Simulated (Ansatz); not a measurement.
# PH (triplet): from Hartree-Fock to the top rungs, aug-cc-pVTZ

One table from this session's results is given with a row withheld; the runs are named, their logs left out.

Program: Ansatz 0.2.0, Gaussian basis. Level of theory: aug-cc-pVTZ, core rule «outside noble gas», up to 5 orbitals frozen. These are calculated values, not measurements.

The runs, in order: UHF; CCSD(T) on ROHF; CCSD(T) on UHF; BCCD(T) on ROHF; CCSDT(Q) on ROHF; CCSDT(Q) on UHF; CASSCF and MRCISD+Q, 6 electrons in 5 orbitals; CASSCF and NEVPT2, 6 electrons in 5 orbitals.

13 further runs of the same task are left out: 3 that didn't finish, 10 set aside as unsound or not needed. Runs told in other sessions of the task aren't counted.

## What is computed

The geometry is a PBE0/def2-TZVPD stationary point (not a proven minimum) of the parent state, kept for this charge and spin.

2 atoms, charge 0, spin multiplicity 3.

Atoms are counted from 1 here; the program's logs count them from 0.

Bond lengths: P1–H2 1.443 Å.

As a file:

```xyz
2
HP
P     0.0000    0.0000    0.0000
H     0.0000    0.0000    1.4426
```

The first run:

Input file in.yaml:

```yaml
crystal:
  periodic: [false, false, false]
  atoms:
    - {symbol: P, position_ang: [0.000000, 0.000000, 0.000000]}
    - {symbol: H, position_ang: [0.000000, 0.000000, 1.442600]}
basis:
  gaussian: {orbitals: aug-cc-pVTZ}
magnetization: {spin_polarized: true, initial_magnetization: 2}
hamiltonian: {xc: hf}
output: {orbitals: {seedname: orbitals}}
```

Launch:

```sh
> ansatz run in.yaml --threads 1 --pin off --events-out ev --progress --plain --max-ram 2393MiB
```

Among the steps run: UHF; CCSD(T) on ROHF; CCSD(T) on UHF; BCCD(T) on ROHF; CCSDT(Q) on ROHF; CCSDT(Q) on UHF; CASSCF and MRCISD+Q, 6 electrons in 5 orbitals; CASSCF and NEVPT2, 6 electrons in 5 orbitals.

One of the session's tables, all rows but one given; the rest of the session is left out.

It belongs to the step «Misses and costs». 

```
          method  from UCCSDT(Q) (meV)
            ROHF               +3951.1
             UHF               +3754.6
            RMP2                     ?
            UMP2                +811.3
           RCCSD                +167.6
           UCCSD                +160.1
        RCCSD(T)                 +30.4
        UCCSD(T)                 +29.5
         BCCD(T)                 +30.4
          RCCSDT                  +5.7
          UCCSDT                  +4.0
       RCCSDT(Q)                  +1.4
       UCCSDT(Q)                     0
  CASSCF valence               +3390.9
  NEVPT2 valence                +788.7
  MRCISD valence                +221.7
MRCISD+Q valence                 +12.7
```

**Question.** Estimate the row for RMP2.

**Answer.** from UCCSDT(Q) (meV): +767.3. In the column «from UCCSDT(Q) (meV)» it lies between MRCISD valence (+221.7) and NEVPT2 valence (+788.7).

Limits of these values: Restricted and unrestricted rows rest on different reference determinants; a gap between their highest levels can come from leftover correlation error, from unlike frozen cores or from another state.
